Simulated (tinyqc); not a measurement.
Extended Hueckel theory, for BH, step by step. One step of it, computed by the program tinyqc.

Problem. Mulliken analysis. P = C n C^T; charge = valence electrons (H 1, B 3) minus the sum of (P S)_ii on the atom; overlap population = 2 sum P_ij S_ij between two atoms.

coefficients:
```
             MO1        MO2        MO3       MO4        MO5
1B 2s   0.670688   0.613003   0.000000  0.000000  -0.825156
1B 2px  0.000000   0.000000  -0.337511  0.941322   0.000000
1B 2py  0.000000   0.000000   0.941322  0.337511   0.000000
1B 2pz  0.008369  -0.605197   0.000000  0.000000  -1.110047
2H 1s   0.479754  -0.486354   0.000000  0.000000   1.279965
```

occupations: 2.000000  2.000000  0.000000  0.000000  0.000000

overlap S:
```
           1B 2s    1B 2px    1B 2py    1B 2pz     2H 1s
1B 2s   1.000000  0.000000  0.000000  0.000000  0.490515
1B 2px  0.000000  1.000000  0.000000  0.000000  0.000000
1B 2py  0.000000  0.000000  1.000000  0.000000  0.000000
1B 2pz  0.000000  0.000000  0.000000  1.000000  0.533234
2H 1s   0.490515  0.000000  0.000000  0.533234  1.000000
```

Give: charges; Overlap populations.

Solution.

charges: 1B 0.2748, 2H -0.2748

Overlap populations:
```
pair     value
2-1   0.682733
```
